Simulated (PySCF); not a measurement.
C3H6S.
SMILES with atom numbers: `[CH2:1]=[CH:2][S:3][CH3:4]` (hydrogens: H5, H6 on C1; H7 on C2; H8, H9, H10 on C4)

Computed with PySCF at wB97X-D/pcSseg-2, non-relativistic, on one gas-phase PBE0-D3(BJ)/def2-TZVP geometry that isn't relaxed in the solvent. The solvent is an IEF-PCM continuum (van der Waals radii × 1.2). Only the electrostatic response of the medium enters.

Gas phase at wB97X-D/pcSseg-2: HOMO -8.04 eV, LUMO 1.93 eV, dipole 1.17 D.

Question: What does the continuum do to the energy, the frontier levels and the dipole at wB97X-D/pcSseg-2 in chloroform?

Answer: 
```csv
solvent,ε,E(solvent) − E(gas) (kcal/mol),polarisation term (kcal/mol),distortion of the solute (kcal/mol),HOMO (eV),LUMO (eV),dipole (D)
chloroform,4.711,-2.37,-2.59,0.22,-8.06,1.94,1.50
```

The polarisation term is half the interaction of the solute with the surface charges that it induces; the rest is the cost of distorting the solute's density. The sum is the electrostatic part of solvation alone.

Question: Which radius a makes the point-dipole formula ΔE = −[(ε − 1)/(2ε + 1)]·μ²/a³ give the value in chloroform, with the gas-phase dipole?

Answer: μ = 0.462 au and |ΔE| = 0.00377 Eh give a = 1.44 Å; the farthest nucleus lies 2.62 Å from the centroid of the nuclei, so such a sphere wouldn't even hold the nuclei. The formula assumes a rigid point dipole at the centre of a sphere.

Shape of the structure used: `[CH2:1]=[CH:2][S:3][CH3:4]`: C1–C2–S3–C4 0°.

Note: wB97X-D ran without an empirical dispersion term, which enters the total energy and its gradient alone.
